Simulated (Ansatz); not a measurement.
One change: `CC(C)(C)C` becomes `CC(C)(C)CO`.

Ansatz, PBE0-D4/def2-TZVP geometries, multiplicity 1. Each molecule was computed in one conformer, which needn't be the lowest.

```tsv
property	`CC(C)(C)C`
HOMO energy (B3LYP/def2-TZVPP) / eV	-8.80
LUMO energy (PBE0/def2-TZVPP) / eV	0.99
HOMO energy (ωB97M-V/def2-TZVPP) / eV	-11.30
HOMO energy (PBE0/def2-TZVPP) / eV	-8.99
size of the dipole moment (PBE/def2-TZVPP) / D	0.00
HOMO energy (PBE/def2-TZVPP) / eV	-7.64
```

**Question.** What does the change do to each property? (Estimate.)

**Answer.** Computed: 
```
                                      property  `CC(C)(C)CO`  shift
           HOMO energy (B3LYP/def2-TZVPP) / eV         -7.48   1.32
            LUMO energy (PBE0/def2-TZVPP) / eV          0.85  -0.14
         HOMO energy (ωB97M-V/def2-TZVPP) / eV        -10.11   1.19
            HOMO energy (PBE0/def2-TZVPP) / eV         -7.70   1.29
size of the dipole moment (PBE/def2-TZVPP) / D          1.48   1.48
             HOMO energy (PBE/def2-TZVPP) / eV         -6.12   1.52
```

With PBE0 the HOMO rises by 1.29 eV and the LUMO falls by 0.14 eV, so the gap narrows by about 1.43 eV. PBE moves the HOMO by 1.52 eV and ωB97M-V by 1.19 eV.

B3LYP here is the variant with VWN-RPA as its local correlation; programs differ in this.
